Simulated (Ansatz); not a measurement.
**AlPH (doublet): PBE0, B3LYP over a scan of the distance Al1–H3, 6-31G**

How well do these functionals follow the top wave-function level for AlPH (doublet) over a scan of the distance Al1–H3?

Program: Ansatz 0.2.0, Gaussian basis. Level of theory: 6-31G, all electrons in the functionals. These are calculated values, not measurements.

To be run: PBE0, B3LYP, at 1.291 Å; 1.390 Å; 1.581 Å; 1.761 Å; 1.931 Å; 2.181 Å; 2.503 Å; 2.905 Å; 3.438 Å; 4.306 Å; 5.462 Å.

18 further runs of the same task are left out: 1 for a known fault of the program, 15 that didn't finish, 2 set aside as unsound or not needed.

## Step 1: The system

The geometry derives from a PBE0/def2-TZVP stationary point (not a proven minimum). One bond is set to the value named and the two fragments are kept rigid.

3 atoms, charge 0, spin multiplicity 2.

Atoms are counted from 1 here; the program's logs count them from 0.

Bond lengths: Al1–P2 2.144 Å, Al1–H3 1.581 Å. Angles: P2–Al1–H3 180.0°.

No dispersion term is added. B3LYP takes the VWN-RPA correlation.

The geometry shown and the zero of energy belong to the point 1.581 Å. The yardstick, FCI, and other wave-function levels (R restricted, U unrestricted, valence and pair active spaces) come from earlier runs.

## Step 2: PBE0, 1.291 Å

in.yaml reads:

```yaml
crystal:
  periodic: [false, false, false]
  atoms:
    - {symbol: Al, position_ang: [0.000000, 0.000000, 0.284400]}
    - {symbol: P, position_ang: [0.000000, 0.000000, -1.859800]}
    - {symbol: H, position_ang: [0.000000, 0.000000, 1.575400]}
basis:
  gaussian: {orbitals: 6-31G}
magnetization: {spin_polarized: true, initial_magnetization: 1}
hamiltonian: {xc: {name: PBE0}}
output: {forces: true, orbitals: {seedname: orbitals}}
```

Command:

```sh
ansatz run in.yaml --threads 1 --pin off --events-out ev --progress --plain --max-ram 2393MiB
```

After this run come: PBE0, 1.390 Å; PBE0, 1.581 Å; PBE0, 1.761 Å; PBE0, 1.931 Å; PBE0, 2.181 Å; PBE0, 2.503 Å; PBE0, 2.905 Å; PBE0, 3.438 Å; PBE0, 4.306 Å; PBE0, 5.462 Å; B3LYP, 1.291 Å; B3LYP, 1.390 Å; B3LYP, 1.581 Å; B3LYP, 1.761 Å; B3LYP, 1.931 Å; B3LYP, 2.181 Å; B3LYP, 2.503 Å; B3LYP, 2.905 Å; B3LYP, 3.438 Å; B3LYP, 4.306 Å; B3LYP, 5.462 Å.

Before running them: what should the planned runs give, taken together? Wanted: span of the FCI curve; largest miss, PBE0; largest miss, B3LYP.

As calculated:

| quantity | value |
| --- | --- |
| span of the FCI curve | 233.0 kJ/mol |
| largest miss, PBE0 | +47.3 kJ/mol (2.905 Å) |
| largest miss, B3LYP | +52.0 kJ/mol (5.462 Å) |

In words: Of the functionals, PBE0 keep the smallest largest miss at the points compared (at most 47.3 kJ/mol) and B3LYP strays most (52.0 kJ/mol, at 5.462 Å). PBE0, B3LYP clearly break the spin symmetry at some points (⟨S²⟩ up to 1.01 above the pure value), so energy there is bought with a mixed spin. Functionals and the yardstick converge differently with the basis, so part of each miss in 6-31G is the basis.
